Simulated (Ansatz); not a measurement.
What a trial cell of Be₃I₂ relaxes into

Level of theory: Ansatz 0.2.0, DFT PBE, scalar-relativistic, plane waves, PAW. Cutoff 420 eV, Γ-centred k mesh, Gaussian smearing, no spin polarisation in the final step.

Be₃I₂ was placed on the anti-tetradymite structure type (R-3m, No. 166), with I in place of Bi, Be in place of Te, at a guessed volume.

```yaml
crystal:
  lattice:
    - [1.89506, 1.09411, 8.78454]
    - [-1.89506, 1.09411, 8.78454]
    - [0.00000, -2.18822, 8.78454]
  atoms:
    - { symbol: Be, position: [0.00000, 0.00000, 0.00000] }
    - { symbol: Be, position: [0.20950, 0.20950, 0.20950] }
    - { symbol: Be, position: [0.79050, 0.79050, 0.79050] }
    - { symbol: I, position: [0.40000, 0.40000, 0.40000] }
    - { symbol: I, position: [0.60000, 0.60000, 0.60000] }
```

Cell and atoms relax at zero pressure; the relaxation can't lower the symmetry of the start. After a coarse first stage the cell is made exact in the group found at 0.06 Å.

Energies over the elements count from the elements' standard structures at the same level, with no empirical corrections.

Task: Which crystal results?

Result: It keeps R-3m (No. 166), but not the shape of the type it started on. Conventional cell: a = 3.805 Å, c = 27.781 Å. Be on Wyckoff site a (1 atom of the primitive cell) is coordinated by 6 I at 2.68 Å; Be on Wyckoff site c (2 atoms of the primitive cell) is coordinated by 3 Be at 2.20 Å; around I lie 3 Be at 2.68 Å.

```
Be I
1.0
     1.90274    1.09855    9.26045
    -1.90274    1.09855    9.26045
     0.00000   -2.19710    9.26045
Be I
3 2
Direct
  0.00000 0.00000 0.00000
  0.16672 0.16672 0.16672
  0.83328 0.83328 0.83328
  0.38852 0.38852 0.38852
  0.61148 0.61148 0.61148
```

Task: What are its volume, energy, density and gap?

Result: The volume per atom is 23.2 Å³. The density is 4.0 g/cm³. The energy over the elements is 0.66 eV/atom and the gap on the 12×12×12 mesh is 0 eV (a metal).

The final run used a 12×12×12 mesh on its 5-atom cell and 0.10 eV smearing. For metals, differences of a few meV/atom aren't resolved. No dispersion correction is applied, so the spacing between layers, chains or molecules is poorly fixed, and with it the volume and density. Spin–orbit coupling is left out. Symmetry constrained the relaxation, so the result can be a saddle point. The steps took roughly 110 core-seconds in all.

Cost: 3 runs of about 1.9 core-minutes in all, on Intel Xeon 6975P-C (Granite Rapids) (shared hosts).